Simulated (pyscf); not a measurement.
## 1,1-elimination: Cl–GeH₂–Cl (SMILES [Cl][GeH2][Cl]) → HCl (SMILES Cl) + Cl–GeH: (SMILES [Cl][GeH]) [singlet]

Gas phase, singlet surface, charge 0. Bonds broken: Cl1–Ge2, Ge2–H4. Bonds formed: Cl1–H4. Structures and frequencies: ωB97X-D3(BJ)/def2-SVP in PySCF. Correlated levels are frozen-core, on RHF or UHF. ΔMP2 is the change of the MP2 total energy from the triple- to the quadruple-zeta basis.

Transition state (Å):

```xyz
5

Cl     0.2034     0.9799     0.1964
Ge    -1.7694    -0.5741     0.2529
Cl    -1.1421    -2.2432    -0.9561
H     -1.3641     0.9520    -0.2460
H     -1.5977    -1.0869     1.7008
```

One imaginary mode, 1164i cm⁻¹; descent along it reached the two sides named, in the forms told below.

```csv
bond,change,reactant side (Å),saddle,product side
Cl1–Ge2,breaks,2.144,2.512,2.9
Ge2–H4,breaks,1.526,1.656,2.9
Cl1–H4,forms,3.0,1.629,1.295
```

Electronic energies relative to the reactant's lowest minimum found (kJ/mol):

```json
[
 {"level": "ωB97X-D3(BJ)/def2-TZVP", "barrier": "253.6", "reaction energy": "+204.0", "reverse barrier": "49.6"},
 {"level": "PBE/def2-TZVP", "barrier": "187.5", "reaction energy": "+170.2", "reverse barrier": "17.3"},
 {"level": "r²SCAN/def2-TZVP", "barrier": "212.5", "reaction energy": "+197.1", "reverse barrier": "15.4"},
 {"level": "B3LYP-D3(BJ)/def2-TZVP", "barrier": "213.3", "reaction energy": "+170.1", "reverse barrier": "43.2"},
 {"level": "PBE0-D3(BJ)/def2-TZVP", "barrier": "221.5", "reaction energy": "+193.0", "reverse barrier": "28.6"},
 {"level": "M06-2X/def2-TZVP", "barrier": "244.2", "reaction energy": "+196.2", "reverse barrier": "48.0"},
 {"level": "ωB97M-D3(BJ)/def2-TZVP", "barrier": "236.5", "reaction energy": "+175.1", "reverse barrier": "61.4"},
 {"level": "HF/def2-TZVP", "barrier": "308.6", "reaction energy": "+184.4", "reverse barrier": "124.2"},
 {"level": "MP2/def2-QZVPP", "barrier": "240.0", "reaction energy": "+202.0", "reverse barrier": "38.0"},
 {"level": "CCSD/def2-TZVPP", "barrier": "257.6", "reaction energy": "+188.7", "reverse barrier": "68.9"},
 {"level": "CCSD(T)/def2-TZVPP", "barrier": "244.1", "reaction energy": "+190.7", "reverse barrier": "53.4"},
 {"level": "CCSD(T)/def2-TZVPP + ΔMP2(QZVPP)", "barrier": "237.2", "reaction energy": "+185.5", "reverse barrier": "51.7"}
]
```

With CCSD(T)/def2-TZVPP + ΔMP2(QZVPP) energies and thermal terms (ideal gas, 1 atm, RRHO with modes under 100 cm⁻¹ raised to 100, one conformer, R ln 2 for rigid chiral ones), in kJ/mol:

| T (K) | ΔH‡ | ΔG‡ | ΔH | ΔG |
|---|---|---|---|---|
| 298 | 226.6 | 222.6 | +177.4 | +132.4 |
| 600 | 226.0 | 218.6 | +176.9 | +86.8 |
| 900 | 224.8 | 215.2 | +174.3 | +42.2 |
| 1200 | 223.2 | 212.3 | +171.0 | -1.3 |

On the product side the descent ends in a bound adduct (not fully relaxed), 33.7 kJ/mol under the separated species and 83.3 kJ/mol under the saddle at ωB97X-D3(BJ)/def2-TZVP. This is the saddle that the search found; another between the same sides may lie lower. The CCSD(T) − MP2 part came from Ansatz, without density fitting, on the same reference. The frozen core leaves the outer d or s,p core shells of the metals and heavy elements correlated in the MP2 and CC values, and def2-TZVPP describes them poorly, which can shift differences by a few kcal/mol. Elements up to Kr have no core potential and no relativistic terms here.
